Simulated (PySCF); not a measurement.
**Structure from 2D NMR**

Compound of formula C$_{3}$H$_{3}$F. Correlations simulated from computed shifts and the bond graph:

HSQC (one-bond C–H):
| δH | δC |
| --- | --- |
| 5.02 | 74.4 |
| 2.34 | 83.4 |

HMBC (two and three bonds, from the bond graph):
| δH | δC |
| --- | --- |
| 5.02 | 83.4, 82.8 |
| 2.34 | 82.8, 74.4 |

Carbons without hydrogens: δ 82.8.

Fast rotation and ring inversion assumed for equivalent nuclei, one computed conformer, no relativistic terms, no solvent model. PBE0-D3(BJ)/def2-TZVP structure; GIAO B97-2/pcSseg-2 shieldings; PySCF 2.14.0 with density-fitted response routines.

Scale: ¹H, ¹³C against TMS (reference shieldings calculated alike).

Exchangeable hydrogens are left out of these lists.

Which molecule is this?

## Answers

HC≡CCH2F (C#CCF).

Numbering as in the mapped SMILES `[CH:1]#[C:2][CH2:3][F:4]`. Each H is labelled by its parent atom.

1. δC 83.4 is C1, a terminal alkyne carbon (δH 2.34).
2. δC 82.8 is C2, an alkyne carbon.
3. δC 74.4 is C3, a propargylic sp3 CH2 bonded to F (δH 5.02).
4. HMBC from δH 5.02 reaches the proton-free carbon C2.
5. HMBC from δH 2.34 reaches the proton-free carbon C2.

Shifts are as computed. Against solution values, carbons near 30 ppm lie about +3 ppm off and those near 130 ppm about +7 ppm. Of 1211 compounds with measured shifts, 218 miss one by over three times the rms of a fit or turn the order of signals round; such compounds aren't used in these exercises.
